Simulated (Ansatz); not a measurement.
Reaction: CCl3F (trichloro(fluoro)methane, SMILES FC(Cl)(Cl)Cl) → F (doublet) + CCl3 (SMILES Cl[C](Cl)Cl, doublet) (the C-F bond breaks)
Each species at its own B3LYP-D3(BJ)/def2-TZVP minimum (Ansatz, a program for electronic structure).

Property: bond dissociation energy (electronic), in kJ/mol. Open shells are spin-unrestricted; no spin-orbit coupling. CBS(X,Y): correlation extrapolated as X^-3, Hartree-Fock from the larger set. A bracket is a step between two methods taken in the basis named. The functionals are non-relativistic, so their misses hold any scalar relativity. Double hybrids freeze cores in their MP2 part. 'core' is core correlation in cc-pwCVTZ (1s frozen past Ne), 'X2C' scalar relativity in cc-pVTZ-DK, both at CCSD(T).

CCSD(T)/CBS(cc-pV(T+d)Z,cc-pV(Q+d)Z) + [CCSDT(Q) - CCSD(T)]/cc-pV(D+d)Z + core + X2C (Ansatz) gives 448.3 kJ/mol.

### Question
What does PBE/def2-TZVPD (Ansatz) give here, and how do the other levels compare?

### Answer
PBE gives 451.1 kJ/mol, 2.8 kJ/mol above it. Differences of the others: r2SCAN/def2-TZVPD (Ansatz) -18.2; PBE0/def2-TZVPD (Ansatz) -22.9; wB97M-V/def2-TZVPD (Ansatz) 0.9; B2PLYP/def2-TZVPD (Ansatz) -17.5; CCSD(T)/CBS(cc-pV(T+d)Z,cc-pV(Q+d)Z) + core + X2C (Ansatz) 0.0 kJ/mol. Nearer than PBE: wB97M-V/def2-TZVPD, CCSD(T)/CBS(cc-pV(T+d)Z,cc-pV(Q+d)Z) + core + X2C.
